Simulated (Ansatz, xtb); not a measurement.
## Ligand exchange: NaNH2 + H2S → NaSH + NH3

Species: NaNH2 `[NH2][Na]`, singlet; H2S `S`, singlet; NaSH `[Na][SH]`, singlet; NH3 (ammonia) `N`, singlet. The partners trade NH2 for SH: Na–NH2 and H–SH bonds give way to Na–SH and H–NH2.

Shapes, held fixed at every level: PBE0-D4/def2-TZVP. Programs: Ansatz 0.2.0, xtb 6.7.1. The zero-point and thermal change to 298 K, harmonic and unscaled (PBE0-D4/def2-TZVP), is +12.1 kJ/mol.

(1) Estimate ΔH(298 K) of this reaction.

Results:

(1) The highest level, CCSD(T)/def2-TZVPP, gives ΔH(298 K) = -132.8 kJ/mol; the levels span -159.2 to +42.7. They disagree on the sign: 1 of 9 are positive. GFN0-xTB strays far from the other rows. The column of differences is taken from that level and isn't an error. No measured value is set beside it here. Outer-core shells of Na are correlated in most correlated rows, in sets that cover them unevenly.

| level | kind | ΔH(298 K) (kJ/mol) | less CCSD(T)/def2-TZVPP |
| --- | --- | --- | --- |
| GFN0-xTB | semi-empirical | +42.7 | +175.5 |
| HF/def2-SVP | Hartree–Fock | -159.2 | -26.4 |
| SPW92/def2-TZVPP | LDA | -129.4 | +3.4 |
| BHLYP-D4/def2-TZVPP | global hybrid | -141.9 | -9.1 |
| MP2/def2-SVP | perturbation theory | -134.9 | -2.1 |
| CCSD(T)/def2-SVP | coupled cluster or CI | -132.7 | +0.1 |
| CCSD/def2-SVP | coupled cluster or CI | -134.8 | -2.0 |
| CCSD/def2-TZVPP | coupled cluster or CI | -134.6 | -1.8 |
| CCSD(T)/def2-TZVPP | coupled cluster or CI | -132.8 | 0.0 |
